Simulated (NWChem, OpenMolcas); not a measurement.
**HF (hydrogen fluoride): methods side by side**

The species is HF (2 atoms), meant as a singlet with charge 0. As SMILES, `F`. The coordinates come from a PBE0-D4/def2-TZVP relaxation.

```csv
atom,x (Å),y (Å),z (Å)
F,-0.3900,0.1446,-0.1964
H,0.3900,-0.1446,0.1964
```

Quantity: the dipole moment, in D. The values are calculated.

Measured value to compare with: NIST CCCBDB gives the dipole moment of the gas as 1.82 D.

```tsv
level	kind	program	value (D)	computed − measured	CPU time
SVWN5/cc-pVTZ	LDA	NWChem	1.83	+0.01	2.3 s
BLYP/cc-pVTZ	GGA	NWChem	1.78	-0.04	3.5 s
PBE/cc-pVTZ	GGA	NWChem	1.78	-0.04	4 s
revPBE/cc-pVTZ	GGA	OpenMolcas	1.76	-0.06	4.4 s
TPSS/cc-pVTZ	meta-GGA	OpenMolcas	1.79	-0.03	5.5 s
PBE0/cc-pVTZ	global hybrid	OpenMolcas	1.83	+0.01	4.4 s
CAM-B3LYP/cc-pVTZ	range-separated hybrid	NWChem	1.85	+0.03	5.7 s
wB97X/cc-pVTZ	range-separated hybrid	NWChem	1.83	+0.01	9 s
```

Nearest: SVWN5/cc-pVTZ (+0.01 D), PBE0/cc-pVTZ (+0.01 D), wB97X/cc-pVTZ (+0.01 D); farthest: revPBE/cc-pVTZ (-0.06 D). The measured dipole is a vibrational average, so differences of a few hundredths of a debye mean little. Computed less measured by kind, in D (cc-pVTZ rows): LDA +0.01; GGA -0.06 to -0.04; meta-GGA -0.03; global hybrid +0.01; range-separated hybrid +0.01 to +0.03. CPU times are rough (shared hosts, several kinds of processor): they show what a rung costs within a factor of a few.
